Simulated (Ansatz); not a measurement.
The input, for Ansatz 0.2.0:

```yaml
crystal:
  periodic: [false, false, false]
  atoms:
    - {symbol: Si, position_ang: [-0.086624, -0.032276, 0.579137]}
    - {symbol: O, position_ang: [0.088491, 0.099651, -1.058633]}
    - {symbol: H, position_ang: [0.642493, -1.228094, 1.108382]}
    - {symbol: H, position_ang: [0.485976, 1.218586, 1.144898]}
    - {symbol: H, position_ang: [-0.119403, -0.672933, -1.586426]}
basis:
  gaussian: {orbitals: "6-31G*"}
total_charge: 1
magnetization: {spin_polarized: false, initial_magnetization: 2}
correlation: {active_space: {window: {electrons: 4, orbitals: 7}, states: [{multiplicity: 3, weights: [1, 0.5, 0.5]}], root: 1}}
accuracy: high
output: {forces: true}
```

```sh
$ ansatz run in.yaml --threads 1 --pin off --events-out ev --progress --plain --max-ram 2393MiB
```

The program prints:

```
802 factors; integrals over basis functions are off by at most 3.9e-9 eV
mean field evaluation 1: about -9926.0026 eV, gradient 6.2e1 eV
mean field evaluation 2: about -9926.0430 eV, gradient 6.2e1 eV
mean field evaluation 4: about -9932.8011 eV, gradient 2.2e1 eV
mean field evaluation 8: about -9934.0638 eV, gradient 1.0e0 eV
mean field evaluation 16: about -9934.1273 eV, gradient 6.7e-1 eV
mean field evaluation 32: about -9934.9641 eV, gradient 3.1e-1 eV
mean field evaluation 64: about -9934.9660 eV, gradient 8.2e-1 eV
mean field evaluation 96: about -9934.1375 eV, gradient 1.8e-1 eV
mean field -9934.97362490 eV, -365.1035465480 hartree, gradient 2.3e-8 eV, S^2 2.000000; 8 other end points of the search recorded, 0 dependent functions left out
reference -9934.97362490 eV, -365.1035465480 hartree; 13, 11 occupied and 27, 29 virtual orbitals, 802 factors
state -9935.57500816 eV, -365.1256469752 hartree
state -9934.61509953 eV, -365.0903709836 hartree
state -9930.43430526 eV, -364.9367296281 hartree
1 active orbitals were swapped for others, from the solution at -9933.56285302 eV, -365.0517016376 hartree to that at -9934.04985527 eV, -365.0695986405 hartree; typed "places" are swapped only where nearly empty or full, and so, without "given_window_search", are "orbital_numbers", "shells" and a window whose orbitals a file names under [Active]
the calculation of the forces begins
Total energy: -9934.61509953 eV, -365.0903709836 hartree
Atom 0 at    -0.086624    -0.032276     0.579137 Å, force    -0.171974     1.347670     7.459055 eV/Å
Atom 1 at     0.088491     0.099651    -1.058633 Å, force     0.124678    -0.976543    -3.698656 eV/Å
Atom 2 at     0.642493    -1.228094     1.108382 Å, force    -0.216900     0.112519    -0.933838 eV/Å
Atom 3 at     0.485976     1.218586     1.144898 Å, force    -0.242492    -0.460871    -0.524512 eV/Å
Atom 4 at    -0.119403    -0.672933    -1.586426 Å, force     0.506688    -0.022774    -2.302049 eV/Å
Dipole moment:    -0.019483    -0.291138    -0.515571 e Å
```

Natural occupations, averaged over the states: 1.7346 1.2467 0.7512 0.2507 0.0089 0.0061 0.0018.

Forces (eV/Å):
```
Si  -0.172  1.348  7.459
O    0.125 -0.977 -3.699
H   -0.217  0.113 -0.934
H   -0.242 -0.461 -0.525
H    0.507 -0.023 -2.302
```

Ran on 1 thread of Arm Neoverse V1, shared host: 11 s wall, 0.11 GiB peak host memory.
